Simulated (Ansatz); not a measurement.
System: HO, charge 0, doublet. HO (SMILES [OH], doublet).
B3LYP-D3(BJ)/def2-TZVP minimum from Ansatz (a program for electronic structure):
```
O
H 1 0.9767
```
Charge 0, spin multiplicity 2.

Quantity: atomisation energy (electronic, to ground-state atoms), in kcal/mol. Open shells are spin-unrestricted; no spin-orbit coupling. CBS(X,Y): correlation extrapolated as X^-3, Hartree-Fock from the larger set (Q,5: extrapolated as (X+1)exp(-9√X)). A bracket is a step between two methods taken in the basis named. Functionals run without relativity, which enters their misses. Double hybrids freeze cores in their MP2 part. 'core' is core correlation in cc-pwCVTZ, 'X2C' scalar relativity in cc-pVTZ-DK, both at CCSD(T). Full CI freezes restricted core orbitals, also for open shells; the composite that ends in it estimates full CI at the basis-set limit. Where a partner has so few electrons that a lower coupled-cluster level is exact, that level stands in.

CCSD(T)/CBS(cc-pVQZ,cc-pV5Z) + [CCSDT(Q) - CCSD(T)]/cc-pV5Z + [FCI - CCSDT(Q)]/cc-pVDZ + core + X2C (Ansatz) gives 107.3 kcal/mol.

**Question.** What does PBE/def2-TZVPD (Ansatz) give here, and how do the other levels compare?

**Answer.** PBE gives 109.3 kcal/mol, 2.0 kcal/mol above it. Differences of the others: B3LYP/def2-TZVPD (Ansatz) 0.1; B2PLYP/def2-TZVPD (Ansatz) -2.2; CCSD(T)/CBS(cc-pVQZ,cc-pV5Z) + core + X2C (Ansatz) -0.2 kcal/mol. Nearer than PBE: B3LYP/def2-TZVPD, CCSD(T)/CBS(cc-pVQZ,cc-pV5Z) + core + X2C.
